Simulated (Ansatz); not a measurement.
A nudged elastic band was laid between two geometries of C2H7NO (11 atoms, charge 0, multiplicity 1).

Theory: Ansatz 0.2.0, RKS PBE/6-31G.

```
movable images  : 5
climbing image  : yes
spring          : 5.0 eV/Å²
optimiser       : quadratic models (default)
start path      : IDPP
force threshold : 0.03 eV/Å
iteration limit : 60
end points      : relaxed
```

Initial state:

```xyz
11
Properties=species:S:1:pos:R:3
C -0.560 1.400 0.001
O -0.776 0.189 0.775
C 0.337 -0.792 0.621
N 0.515 -1.375 -0.670
H -0.511 1.197 -1.088
H -1.421 2.053 0.203
H 0.372 1.923 0.304
H 0.066 -1.563 1.357
H 1.283 -0.301 0.924
H -0.243 -1.952 -1.026
H 1.004 -0.836 -1.380
```

Final state:

```xyz
11
Properties=species:S:1:pos:R:3
C -0.799 1.189 -0.468
O -1.074 -0.025 0.283
C 0.166 -0.662 0.811
N 1.082 -1.190 -0.148
H -1.775 1.585 -0.784
H -0.283 1.951 0.156
H -0.181 0.994 -1.368
H -0.240 -1.468 1.439
H 0.699 0.075 1.444
H 0.755 -1.959 -0.727
H 1.715 -0.548 -0.617
```

Which bonds break or form, and what moves?

No bond is made or broken. The dihedral H7–C1–O2–C3 goes from -60 to 62°. The two ends are copies of one structure, up to a mirror image or an exchange of like atoms.

What energy profile does the band end with?

The run converged. The highest image is number 3 of 0 to 6, 2.2 kcal/mol above the ends, which have the same energy within 2 meV. A vibrational analysis at the climbing image gives one clearly imaginary mode, 203i cm⁻¹: a first-order saddle point. Limits of this set-up: no polarisation functions.

```tsv
image	path coordinate (Å)	energy (kcal/mol)	dihedral H7–C1–O2–C3 (°)
0	0.00	0.0	-60
1	0.55	0.4	-43
2	1.11	1.5	-22
3	1.66	2.2	2
4	2.25	1.5	26
5	2.83	0.4	46
6	3.42	0.0	62
```

What is the geometry of the highest image?


```xyz
11
Properties=species:S:1:pos:R:3
C -0.767 1.293 -0.302
O -1.015 0.029 0.386
C 0.222 -0.722 0.745
N 0.967 -1.295 -0.329
H -1.274 1.288 -1.283
H -1.170 2.125 0.302
H 0.313 1.472 -0.474
H -0.177 -1.510 1.400
H 0.892 -0.059 1.326
H 0.490 -1.994 -0.893
H 1.585 -0.683 -0.858
```

What are the harmonic wavenumbers there?

203i, 131, 322, 414, 468, 600, 788, 890, 975, 1107, 1139, 1147, 1232, 1348, 1369, 1452, 1466, 1476, 1505, 1667, 2937, 2972, 3021, 3038, 3082, 3497, 3622 cm⁻¹.

The run took 56 s on 1 thread of Arm Neoverse V2, with other jobs on the host, peak memory 0.099 GiB.
